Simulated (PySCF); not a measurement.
## Working with the constants of SH⁺

PBE0 constants of SH⁺, ³Σ⁻ (triplet), unpaired electrons π ↑↑ (basis H def2-TZVP, S def2-TZVP; no relativity; PySCF 2.14; masses 1.0078 and 31.9721 u):

```
ωe              : 2557.8 cm⁻¹
ωexe            : 44.1 cm⁻¹
Be              : 9.2025 cm⁻¹
αe              : 0.267 cm⁻¹
D (centrifugal) : 0.000476 cm⁻¹
De to H + S⁺    : 3.81 eV
```

Task: Give the vibrational terms G(v) and spacings up to v = 6.

Result: G(v) = ωe(v+½) − ωexe(v+½)².

| v | G(v) (cm⁻¹) | G(v) − G(v−1) | Bv (cm⁻¹) |
| --- | --- | --- | --- |
| 0 | 1268 |  | 9.069 |
| 1 | 3737 | 2470 | 8.802 |
| 2 | 6119 | 2381 | 8.535 |
| 3 | 8412 | 2293 | 8.268 |
| 4 | 10617 | 2205 | 8.001 |
| 5 | 12734 | 2117 | 7.734 |
| 6 | 14762 | 2029 | 7.467 |

Task: How well does the Morse estimate ωe²/(4ωexe) reproduce De, and what is D0?

Result: It gives 4.60 eV, 121 % of the computed De. D0 = De − G(0) = 3.81 − 0.16 = 3.65 eV.

For an ion De counts to the pair picked by the measured ionisation energies or electron affinities, which need not be the lowest pair at this level. The state is the lowest determinant that a PBE0 search found; another state may lie lower at other levels.
